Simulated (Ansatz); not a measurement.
## C5H8, SMILES C[C@]12C[C@H]1C2: a geometry optimisation, step by step

Computed with Ansatz 0.2.0 through its Python package.

Typed at the interpreter:
```pycon
>>> import itertools
>>> import ansatz as az
>>> from ase.data import atomic_numbers, covalent_radii
>>> import numpy as np
>>> GEOMETRY = '''
... C     1.23820   -0.84030    0.34530
... C     0.15000   -0.13430   -0.37750
... C    -0.00020    1.34130   -0.51130
... C    -0.86700    0.64400    0.47410
... C    -1.29260   -0.50420   -0.36800
... H     1.18190   -0.71650    1.43150
... H     1.20090   -1.91200    0.12570
... H     2.21250   -0.46750    0.01350
... H     0.79170    1.97780   -0.13090
... H    -0.45360    1.73720   -1.41490
... H    -0.68890    0.60160    1.53580
... H    -1.58780   -1.42020    0.13290
... H    -1.88510   -0.30690   -1.25620
... '''
>>> mol = az.Crystal.molecule()
>>> for line in GEOMETRY.strip().splitlines():
...     symbol, *xyz = line.split()
...     mol = mol.atom(symbol, [float(v) for v in xyz])
...
>>> base = (
...     mol.calculation()
...     .basis(gaussian='cc-pVDZ')
...     .functional('b3lyp')
...     .scf(lower_state_search='standard')
... )
>>> symbols = [site.symbol for site in mol.cartesian_sites]
>>> start = np.array([site.position_ang for site in mol.cartesian_sites], dtype=float)
>>> def progress(event):
...     if event['event'] == 'relax_step':
...         row = event['data']
...         print(f'step {row["step"]:3d}  E = {row["lagrangian_ev"]:.6f} eV  largest force component {row["allowed_force_max_ev_ang"]:.4f} eV/A')
...
>>> r = base.relax(force_tolerance=0.01).session().plan().execute(on_event=progress).report
step   1  E = -5313.351296 eV  largest force component 0.5994 eV/A
step   2  E = -5313.490538 eV  largest force component 0.5596 eV/A
step   3  E = -5313.538975 eV  largest force component 0.5961 eV/A
step   4  E = -5313.560280 eV  largest force component 0.4437 eV/A
step   5  E = -5313.518063 eV  largest force component 0.4864 eV/A
step   6  E = -5313.574054 eV  largest force component 0.1096 eV/A
step   7  E = -5313.573782 eV  largest force component 0.0713 eV/A
step   8  E = -5313.574637 eV  largest force component 0.0188 eV/A
step   9  E = -5313.574645 eV  largest force component 0.0090 eV/A
step  10  E = -5313.574779 eV  largest force component 0.0106 eV/A
step  11  E = -5313.574866 eV  largest force component 0.0041 eV/A
step  12  E = -5313.574995 eV  largest force component 0.0052 eV/A
step  13  E = -5313.576018 eV  largest force component 0.0242 eV/A
step  14  E = -5313.576862 eV  largest force component 0.0137 eV/A
step  15  E = -5313.578143 eV  largest force component 0.0174 eV/A
step  16  E = -5313.585851 eV  largest force component 0.2580 eV/A
step  17  E = -5313.577625 eV  largest force component 0.8413 eV/A
step  18  E = -5313.599755 eV  largest force component 0.1940 eV/A
step  19  E = -5313.615913 eV  largest force component 0.1687 eV/A
step  20  E = -5313.634726 eV  largest force component 0.3798 eV/A
step  21  E = -5313.665952 eV  largest force component 0.1060 eV/A
step  22  E = -5313.611585 eV  largest force component 0.5940 eV/A
step  23  E = -5313.675984 eV  largest force component 0.0258 eV/A
step  24  E = -5313.677218 eV  largest force component 0.0752 eV/A
step  25  E = -5313.677461 eV  largest force component 0.0759 eV/A
step  26  E = -5313.678131 eV  largest force component 0.0129 eV/A
step  27  E = -5313.678160 eV  largest force component 0.0080 eV/A
>>> end = np.array(r['positions_ang'])
>>> print('reference energy %16.6f eV' % r['reference_energy_ev'])
reference energy     -5313.678383 eV
>>> print('total energy     %16.6f eV' % r['free_energy_ev'])
total energy         -5313.678383 eV
>>> print('occupied orbitals outside the frozen core (up, down):', r['n_occupied'], ' frozen:', r['n_frozen'], ' virtual:', r['n_virtual'])
occupied orbitals outside the frozen core (up, down): [19, 19]  frozen: 0  virtual: [91, 91]
>>> radius = [covalent_radii[atomic_numbers[s]] for s in symbols]
>>> span = lambda where, i, j: np.linalg.norm(where[i] - where[j])
>>> bonded = [(i, j) for i, j in itertools.combinations(range(len(symbols)), 2) if min(span(start, i, j), span(end, i, j)) < 1.2 * (radius[i] + radius[j])]
>>> print('pair        before    after (A)')
pair        before    after (A)
>>> for i, j in bonded:
...     print(f'{symbols[i]}{i}-{symbols[j]}{j}'.ljust(10), f'{span(start, i, j):8.4f} {span(end, i, j):8.4f}')
...
C0-C1        1.4849   1.4965
C0-H5        1.0947   1.1031
C0-H6        1.0946   1.1031
C0-H7        1.0947   1.1039
C1-C2        1.4892   1.5043
C1-C3        1.5379   1.4928
C1-C4        1.4893   1.5043
C2-C3        1.4861   1.5042
C2-H8        1.0849   1.0964
C2-H9        1.0857   1.1009
C3-C4        1.4861   1.5042
C3-H10       1.0774   1.0882
C4-H11       1.0849   1.0964
C4-H12       1.0858   1.1008
>>> with open('c5h8_opt.xyz', 'w') as handle:
...     handle.write(f'{len(symbols)}\nrelaxed C5H8\n')
...     handle.writelines(f'{s:2s} {x:11.6f} {y:11.6f} {z:11.6f}\n' for s, (x, y, z) in zip(symbols, end))
...
16
```

It writes `c5h8_opt.xyz`:
```text
13
relaxed C5H8
C     1.332211   -0.877638    0.305597
C     0.162268   -0.088103   -0.191724
C    -0.026883    1.396968   -0.338584
C    -0.978472    0.585004    0.496769
C    -1.248590   -0.512019   -0.496241
H     1.958982   -0.272504    0.982177
H     0.999651   -1.773005    0.857398
H     1.975470   -1.219904   -0.523652
H     0.687406    2.029790    0.201256
H    -0.373408    1.821044   -1.293548
H    -1.222606    0.653760    1.555050
H    -1.559381   -1.481365   -0.088972
H    -1.706648   -0.262027   -1.465525
```

Notes:
- The settings weren't tested for convergence.
- The end point is the stationary point reached from this start; no frequency run checks that it is a minimum, and the basis set is modest.
- b3lyp holds the VWN-RPA fit, as in Gaussian; the form of ORCA and Turbomole is b3lyp5.
- Finished in 2.5 min on 1 thread of Arm Neoverse V1, with other jobs on the host, peak memory 0.3 GiB.
